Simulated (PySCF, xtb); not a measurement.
H2P, SMILES [PH2], multiplicity 2.

Harmonic wavenumbers (cm⁻¹) from GFN2-xTB (xtb) at its own minimum, in rising order: 1155, 2283, 2362.

What does ωB97X-D3(BJ)/def2-TZVPD in PySCF 2.14.0 give at its own minimum? (An estimate is asked for; the answer gives what the named calculation found.)

1138, 2432, 2439. Paired by order, the mean absolute difference is 81 cm⁻¹ and the zero-point energies are 8.3 and 8.6 kcal/mol.
